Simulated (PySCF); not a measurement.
# C4H3FO: excited states, first hyperpolarisability

Wanted: excited states, first hyperpolarisability for C4H3FO (`Fc1ccco1`).

Programs: PySCF 2.14.0, with routines of our own; each step states its level. All values are computed. Atoms count from 0.

## 1. The starting structure

9 atoms, charge 0, multiplicity 1; geometry from: GFN2-xTB.

## 2. Optimising the geometry at PBE0-D3(BJ)/def2-TZVP

Job settings and geometry (Å):

```
{"job": {"xc": "PBE0", "basis": "def2-TZVP", "d3": "d3bj", "grid": 2, "kind": "geom"}, "charge": 0, "multiplicity": 1}
F      2.463960    -0.279118     0.357554
C      1.155747    -0.157867     0.170870
C      0.401582     0.930490    -0.121411
C     -0.926017     0.429381    -0.197001
C     -0.849338    -0.902811     0.054299
O      0.430110    -1.272063     0.281948
H      0.737530     1.935648    -0.261750
H     -1.808700     0.995561    -0.410349
H     -1.591312    -1.673228     0.100660
```

Command:

```
$ OMP_NUM_THREADS=1 python excited_run.py task.json out
```

This one command runs all jobs of the session in turn.

Standard output:

```text
step   0  E = -329.03916300  max force = 0.017046
step   1  E = -329.03441825  max force = 0.013020
step   2  E = -329.03802152  max force = 0.012203
step   3  E = -329.03848470  max force = 0.014928
step   4  E = -329.03980889  max force = 0.006215
step   5  E = -329.03997476  max force = 0.005255
step   6  E = -329.04017393  max force = 0.001025
step   7  E = -329.04018729  max force = 0.000406
optimisation converged
```

Run time: 82 s. Hardware: 1 thread of Arm Neoverse V1, shared host; peak memory 0.85 GiB.

Relaxation path: (the energy doesn't fall at every step)

```csv
step,energy from step 0 (eV),largest force component (eV/Å)
0,0.0000,0.8765
1,0.1291,0.6695
2,0.0311,0.6275
3,0.0185,0.7676
4,-0.0176,0.3196
5,-0.0221,0.2702
6,-0.0275,0.0527
7,-0.0279,0.0209
```

Close pairs (by a distance rule), those that changed most:

```csv
bond,before (Å),after (Å),change (Å)
F0–C1,1.327,1.308,-0.019
C4–O5,1.351,1.367,+0.016
C2–C3,1.421,1.433,+0.012
C3–H7,1.070,1.078,+0.008
C3–C4,1.358,1.350,-0.008
C1–C2,1.356,1.349,-0.007
C2–H6,1.069,1.076,+0.007
C4–H8,1.071,1.076,+0.005
```

The next job starts from the end point, and lists it.

```csv
at the end point,value
point group (found at 0.08 Å tolerance),Cs
"rotational constants (GHz, main isotopes)","9.343, 3.728, 2.665"
dipole moment (D),1.58
```

## 3. Excited states: TDA wB97X-D/def2-TZVPD

Job settings and geometry (Å):

```
{"job": {"kind": "states", "xc": "wB97X-D", "basis": "def2-TZVPD", "tda": true, "soc": true, "nstates": 6, "ntriplets": 5, "nquad": 4}, "charge": 0, "multiplicity": 1}
F      1.876947    -0.541026    -1.548152
C      0.889234    -0.260014    -0.737918
C      0.640889     0.807077     0.048423
C     -0.605717     0.492404     0.680922
C     -0.985857    -0.717652     0.218098
O     -0.058732    -1.192242    -0.667144
H      1.254746     1.683844     0.162748
H     -1.145506     1.103088     1.386541
H     -1.830171    -1.359410     0.398228
```

With the program's defaults for keys left out, this is: TDA wB97X-D/def2-TZVPD excited states, vertical, gas phase, spin-orbit mean-field couplings.

Standard output:

```text
coarse grid: 8376 points
cycle   1  E = -329.2069305633  dE =  1.486e+00  |g| = 6.615e-01  |ddm| = 3.284e+00
cycle   2  E = -329.2106292570  dE = -3.699e-03  |g| = 7.099e-01  |ddm| = 1.155e+00
cycle   3  E = -329.2875964771  dE = -7.697e-02  |g| = 5.201e-02  |ddm| = 4.270e-01
cycle   4  E = -329.2879916418  dE = -3.952e-04  |g| = 3.133e-02  |ddm| = 1.153e-01
cycle   5  E = -329.2881928096  dE = -2.012e-04  |g| = 1.094e-02  |ddm| = 4.110e-02
cycle   6  E = -329.2882209853  dE = -2.818e-05  |g| = 2.431e-03  |ddm| = 2.128e-02
cycle   7  E = -329.2882223211  dE = -1.336e-06  |g| = 9.628e-04  |ddm| = 6.023e-03
final grid: 83760 points
cycle   8  E = -329.2827041766  dE = -1.445e-04  |g| = 7.709e-03  |ddm| = 5.278e-01
cycle   9  E = -329.2827031614  dE =  1.015e-06  |g| = 8.307e-03  |ddm| = 6.033e-02
cycle  10  E = -329.2827127662  dE = -9.605e-06  |g| = 5.578e-04  |ddm| = 6.703e-03
cycle  11  E = -329.2827128324  dE = -6.624e-08  |g| = 1.721e-04  |ddm| = 4.668e-03
cycle  12  E = -329.2827128395  dE = -7.042e-09  |g| = 6.904e-05  |ddm| = 4.607e-04
cycle  13  E = -329.2827128411  dE = -1.608e-09  |g| = 2.649e-05  |ddm| = 2.322e-04
cycle  14  E = -329.2827128413  dE = -1.937e-10  |g| = 9.828e-06  |ddm| = 5.517e-05
converged SCF energy = -329.2827128413

Singlet excitations
state   eV       nm        f     d(h-e)  d(exc)  Lambda  PR(NTO)  |dmu|/D   mu/D   main configurations
  1   6.3095   196.5   0.00040   0.212   3.647   0.287   1.026    1.008    2.521   H->L 0.90
  2   6.6450   186.6   0.20735   0.652   2.550   0.764   1.105    1.925    1.659   H->L+1 0.90
  3   6.8171   181.9   0.03171   0.978   3.796   0.280   1.059    4.369    3.245   H->L+2 0.88
  4   7.2061   172.1   0.00714   0.741   4.120   0.183   1.034    2.785    1.266   H->L+3 0.95
  5   7.2904   170.1   0.01273   0.553   2.637   0.640   1.782                     H-1->L+1 0.35, H->L+5 0.30, H->L+7 0.28
  6   7.6725   161.6   0.00547   0.471   3.749   0.271   1.099                     H->L+4 0.68, H->L+8 0.13

Triplet excitations (Tamm-Dancoff)
state   eV     d(h-e)  d(exc)  Lambda  PR(NTO)   main configurations
  1   4.2258   0.123   2.207   0.773   1.078   H->L+1 0.92
  2   5.5743   0.186   2.171   0.654   1.688   H->L+7 0.46, H-1->L+1 0.27, H->L+5 0.22
  3   6.2428   0.573   3.541   0.290   1.022   H->L 0.82
  4   6.6387   0.444   2.458   0.694   1.566   H-1->L+1 0.69, H->L+7 0.16, H->L+5 0.09
  5   6.6850   1.426   3.739   0.283   1.045   H->L+2 0.76, H->L 0.09
S1 - T1 = 2.0837 eV

Spin-orbit couplings |<S|Hso|T>| (cm-1)
             T1       T2       T3       T4       T5
S0        0.131    0.231    9.497    0.046    6.366
S1        0.650    0.967    0.119    0.507    1.642
S2        0.025    0.110    1.152    0.084    1.857
S3        1.882    3.093    1.523    1.734    0.293
S4        5.051    4.221    0.404    1.475    8.517
S5        0.118    0.037    0.671    0.070    2.195
S6        4.411    3.039    0.262    0.761    3.693
T1 sublevels (cm-1): 0.000 0.001 0.001   radiative rates (1/s): 0.0202 0.208 0.000522
```

Wall time 34 s (1 thread of Arm Neoverse V1, shared host); peak memory 0.84 GiB.

From this job:

```csv
quantity,value
S1 less T1,2.08 eV
```

The fields below are evaluated on a grid from the run's orbitals.

Frontier orbitals at wB97X-D/def2-TZVPD, with the share of their density that lies nearest to each atom:

```csv
orbital,energy (eV),lies on
HOMO,-8.49,"C1, C4 about 27 % each; C2 17 %; C3 11 %"
LUMO,1.81,"H6, H7, H8 about 18 % each; F0 17 %; O5 12 %"
```

ELF in a plane through or near 9 of the atoms.

Ten even steps from '0' (0.00) to '9' (1.00):
```
0000000000000000000000000000
0000000000000000000000000000
0000000000000000000000000000
0000000001000000353100000000
0000000389840004999820000000
0000004899981026999961000000
0000006999994347999961000000
0000003799975862798610000000
0000000146433855243100000000
0000000013753555883001100000
0000002344344113334577520000
0000049998346667218758630000
0000179999648537527757620000
0000069999326657305887310000
0000017996006898301454100000
0000000220003676100010000000
0000000000001232000000000000
0000000000000000000000000000
0000000000000000000000000000
0000000000000000000000000000
```
The map spans 9.7 Å across and 8.6 Å up, centred on the molecule. Atoms in the plane (x, y in Å): F0 (2.3, -1.0), C1 (1.1, -0.5), C2 (0.6, 0.8), C3 (-0.8, 0.7), C4 (-1.1, -0.6), O5 (0.1, -1.4), H6 (1.3, 1.7), H7 (-1.5, 1.5), H8 (-2.0, -1.2).

log10 of the density (e/Å³) in the same plane.

Ten even steps from ' ' (-4.0) to '@' (1.7):
```
                                                        
                                                        
                ..........  ............                
            ....::::::::::::::::------::....            
          ..::----======------========--::::            
          ..--==++++++++====++++****++==--::..          
        ..::--==**####****++****####**++==--..          
        ..::--==****################**++==--....        
        ..::--==++**##@@%%####@@%%##**++----::..        
        ..::--==++**################**++====----..      
        ::--==++****######****##%%@@######**++==::..    
      ..::--++++**##@@@@########%%%%##%%%%%%**++--::    
      ..::--++**##########%%@@%%##**##%%@@%%**++--::    
      ..::--==++********##%%%%##**++**####**++==::..    
        ..::--========++****##**++==++++++++==--::..    
          ..::----------==++++++==----------::::..      
            ........::::----------::::::::::..          
                      ..::::::::....                    
                                                        
                                                        
```
The map spans 9.7 Å across and 8.6 Å up, centred on the molecule. Atoms in the plane (x, y in Å): F0 (2.3, -1.0), C1 (1.1, -0.5), C2 (0.6, 0.8), C3 (-0.8, 0.7), C4 (-1.1, -0.6), O5 (0.1, -1.4), H6 (1.3, 1.7), H7 (-1.5, 1.5), H8 (-2.0, -1.2).

On the surface of density 0.002 e/bohr³ the electrostatic potential runs, from the 1st to the 99th percentile, from -0.72 V near O5 to 1.29 V near H8.

## 4. Excited states: TDDFT CAM-B3LYP/def2-TZVPD

Settings changed since step 3:

```diff
@@ -1,2 +1,2 @@
-{"job": {"kind": "states", "xc": "wB97X-D", "basis": "def2-TZVPD", "tda": true, "soc": true, "nstates": 6, "ntriplets": 5, "nquad": 4}, "charge": 0, "multiplicity": 1}
+{"job": {"kind": "states", "xc": "CAM-B3LYP", "basis": "def2-TZVPD", "tpa": true, "nstates": 8, "nquad": 6, "ntriplets": 0}, "charge": 0, "multiplicity": 1}
 F      1.876947    -0.541026    -1.548152
```

Level: TDDFT CAM-B3LYP/def2-TZVPD excited states, vertical, gas phase, two-photon moments by quadratic response.

Standard output:

```text
coarse grid: 8376 points
cycle   1  E = -329.1839510456  dE =  1.440e+00  |g| = 6.672e-01  |ddm| = 3.262e+00
cycle   2  E = -329.1669929528  dE =  1.696e-02  |g| = 7.884e-01  |ddm| = 9.829e-01
cycle   3  E = -329.2645698300  dE = -9.758e-02  |g| = 5.226e-02  |ddm| = 4.666e-01
cycle   4  E = -329.2649107198  dE = -3.409e-04  |g| = 3.316e-02  |ddm| = 7.995e-02
cycle   5  E = -329.2651273136  dE = -2.166e-04  |g| = 1.165e-02  |ddm| = 3.677e-02
cycle   6  E = -329.2651571678  dE = -2.985e-05  |g| = 2.784e-03  |ddm| = 1.142e-02
cycle   7  E = -329.2651588038  dE = -1.636e-06  |g| = 8.212e-04  |ddm| = 3.333e-03
final grid: 83760 points
cycle   8  E = -329.2626145551  dE = -3.769e-05  |g| = 3.442e-03  |ddm| = 1.388e-01
cycle   9  E = -329.2626143406  dE =  2.145e-07  |g| = 3.686e-03  |ddm| = 1.146e-02
cycle  10  E = -329.2626167130  dE = -2.372e-06  |g| = 5.675e-04  |ddm| = 3.230e-03
cycle  11  E = -329.2626167569  dE = -4.386e-08  |g| = 1.941e-04  |ddm| = 7.263e-04
cycle  12  E = -329.2626167642  dE = -7.316e-09  |g| = 7.091e-05  |ddm| = 3.268e-04
cycle  13  E = -329.2626167650  dE = -8.531e-10  |g| = 1.650e-05  |ddm| = 6.849e-05
converged SCF energy = -329.2626167650

Singlet excitations
state   eV       nm        f     d(h-e)  d(exc)  Lambda  PR(NTO)  |dmu|/D   mu/D   delta(TPA)   sigma/GM   main configurations
  1   6.0640   204.5   0.00022   0.369   3.643   0.307   1.020    1.675    3.257       52.71      0.710   H->L 0.92
  2   6.2677   197.8   0.14441   0.479   2.504   0.759   1.147    1.411    1.354       36.73      0.529   H->L+1 0.97
  3   6.5535   189.2   0.02484   1.076   3.823   0.298   1.042    4.626    3.421       21.30      0.335   H->L+2 0.90
  4   6.9491   178.4   0.00740   0.802   4.078   0.202   1.028    3.026    1.387       13.58      0.240   H->L+3 0.96
  5   7.1578   173.2   0.01232   0.370   2.770   0.598   1.820    1.153    2.483       55.77      1.047   H->L+5 0.40, H-1->L+1 0.30, H->L+8 0.27
  6   7.4453   166.5   0.00490   0.585   3.781   0.290   1.083    2.095    1.180       29.51      0.599   H->L+4 0.78, H->L+7 0.10
  7   7.6251   162.6   0.02263   0.787   3.555   0.551   1.311                                            H->L+5 0.57, H->L+8 0.28, H-1->L+1 0.12
  8   7.7684   159.6   0.00447   0.311   3.746   0.234   1.388                                            H->L+6 0.76, H-1->L 0.10
```

Run time: 37 s. Hardware: 1 thread of Arm Neoverse V1, shared host; peak memory 0.88 GiB.

## 5. First hyperpolarisability: quadratic response CAM-B3LYP/def2-TZVPD

Settings changed since step 4:

```diff
@@ -1,2 +1,2 @@
-{"job": {"kind": "states", "xc": "CAM-B3LYP", "basis": "def2-TZVPD", "tpa": true, "nstates": 8, "nquad": 6, "ntriplets": 0}, "charge": 0, "multiplicity": 1}
+{"job": {"kind": "beta", "xc": "CAM-B3LYP", "basis": "def2-TZVPD"}, "charge": 0, "multiplicity": 1}
 F      1.876947    -0.541026    -1.548152
```

Method: quadratic response CAM-B3LYP/def2-TZVPD first hyperpolarisability, Taylor convention, gas phase.

Standard output:

```text
coarse grid: 8376 points
cycle   1  E = -329.1839510456  dE =  1.440e+00  |g| = 6.672e-01  |ddm| = 3.262e+00
cycle   2  E = -329.1669929528  dE =  1.696e-02  |g| = 7.884e-01  |ddm| = 9.829e-01
cycle   3  E = -329.2645698300  dE = -9.758e-02  |g| = 5.226e-02  |ddm| = 4.666e-01
cycle   4  E = -329.2649107198  dE = -3.409e-04  |g| = 3.316e-02  |ddm| = 7.995e-02
cycle   5  E = -329.2651273136  dE = -2.166e-04  |g| = 1.165e-02  |ddm| = 3.677e-02
cycle   6  E = -329.2651571678  dE = -2.985e-05  |g| = 2.784e-03  |ddm| = 1.142e-02
cycle   7  E = -329.2651588038  dE = -1.636e-06  |g| = 8.212e-04  |ddm| = 3.333e-03
final grid: 83760 points
cycle   8  E = -329.2626145551  dE = -3.769e-05  |g| = 3.442e-03  |ddm| = 1.388e-01
cycle   9  E = -329.2626143406  dE =  2.145e-07  |g| = 3.686e-03  |ddm| = 1.146e-02
cycle  10  E = -329.2626167130  dE = -2.372e-06  |g| = 5.675e-04  |ddm| = 3.230e-03
cycle  11  E = -329.2626167569  dE = -4.386e-08  |g| = 1.941e-04  |ddm| = 7.263e-04
cycle  12  E = -329.2626167642  dE = -7.316e-09  |g| = 7.091e-05  |ddm| = 3.268e-04
cycle  13  E = -329.2626167650  dE = -8.531e-10  |g| = 1.650e-05  |ddm| = 6.849e-05
converged SCF energy = -329.2626167650

Lowest singlets (eV, f): 6.0640 0.0002  6.2677 0.1444  6.5535 0.0248

First hyperpolarisability (au)
process     nm      |vector|   parallel      HRS      DR
static         -      214.34    -122.44      79.18   8.356
shg       1907.0      221.99    -126.46      82.08    8.29
eope      1907.0      216.83    -123.75          -       -
shg       1064.0      241.06    -136.34      89.34   8.132
eope      1064.0      222.55    -126.75          -       -
```

It took 32 s on 1 thread of Arm Neoverse V1, shared host; peak memory 0.88 GiB.

## 6. Outcome

| quantity | value |
| --- | --- |
| point group | Cs |
| rotational constants (main isotopes) | 9.34, 3.73, 2.66 GHz |
| S1 less T1 (step 3, TDA wB97X-D/def2-TZVPD) | 2.08 eV |
| surface potential, 1st and 99th percentile | -0.72 V and 1.29 V |
| β vector (step 5, quadratic response CAM-B3LYP/def2-TZVPD) | static 214, SHG 1907.0 nm 222, SHG 1064.0 nm 241 au |

In words: The optimisation took 7 steps and gained 0.028 eV; among the close pairs (by a distance rule), F0–C1 changed most, from 1.327 to 1.308 Å. In step 3, the number of triplets below S1 is 3, and the largest singlet-triplet spin-orbit coupling is S0–T3, 9.50 cm⁻¹. β grows from 214 au (static) to 241 au for doubling at 1064.0 nm: normal dispersion, which grows as twice the photon energy moves toward the bright states.
